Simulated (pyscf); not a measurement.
## Routes from silane (SiH₄) + formaldehyde (H₂C=O)

Candidate steps break at most two bonds and form at most two. Each was searched with GFN2-xTB (tblite) first. Structures and frequencies: ωB97X-D3(BJ)/def2-SVP in PySCF. MP2 and CC: frozen core, UHF for open shells. ΔMP2 is the change of the MP2 total energy from the triple- to the quadruple-zeta basis. Energies: CCSD(T)/def2-TZVPP + ΔMP2(QZVPP), eV, from the separated reactants, singlet surface; ΔG‡ with ideal gas, 1 atm, RRHO with modes under 100 cm⁻¹ raised to 100, one conformer, R ln 2 for chiral ones without a mode under 150 cm⁻¹.

```csv
products,type,ΔE‡,ΔE,ΔG‡ 298 K,ΔG‡ 900 K,ν‡ (cm⁻¹)
H₃C–O–SiH₃,addition across a multiple bond or ene-type step,1.49,-1.94,1.96,2.81,803i
SiH₂ [singlet] + H₃C–OH,concerted two-bond exchange,2.41,+1.37,2.75,3.52,1741i
```

Row 2: On the product side the descent ends in a complex, 0.27 eV under the separated species and 1.15 eV under the saddle at ωB97X-D3(BJ)/def2-TZVP. 

Plain bond fissions and candidates not yet searched are not listed, and one of them may be faster. Each barrier is that of the saddle found; lower ones may exist. The CCSD(T) − MP2 part came from Ansatz, without density fitting, on the same reference.
